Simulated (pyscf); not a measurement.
Thermochemistry of product channels of F–Al(F)–F + AlH₃ on the singlet surface, in eV, from CCSD(T)/def2-TZVPP + ΔMP2(QZVPP) energies (ideal gas, 1 atm, RRHO with modes under 100 cm⁻¹ raised to 100, one conformer, R ln 2 for chiral ones without a mode under 150 cm⁻¹). PySCF, gas phase, ωB97X-D3(BJ)/def2-SVP geometries. Correlated levels are frozen-core, on RHF or UHF. ΔMP2 is the change of the MP2 total energy from the triple- to the quadruple-zeta basis.

| products | ΔE | ΔH(298 K) | ΔG(298 K) | ΔG(1200 K) |
|---|---|---|---|---|
| HF + F–Al(F)–AlH₂ | [?] | +1.69 | +1.62 | [?] |
| F–AlH₂ + F–AlH–F | -0.23 | -0.21 | -0.28 | -0.46 |

Question: Complete the blanks.

Answer: 
- HF + F–Al(F)–AlH₂, ΔE: +1.60
- HF + F–Al(F)–AlH₂, ΔG(1200 K): +1.36

These are energies of the channels, which say nothing of barriers. The CCSD(T) − MP2 part came from Ansatz, without density fitting, on the same reference.
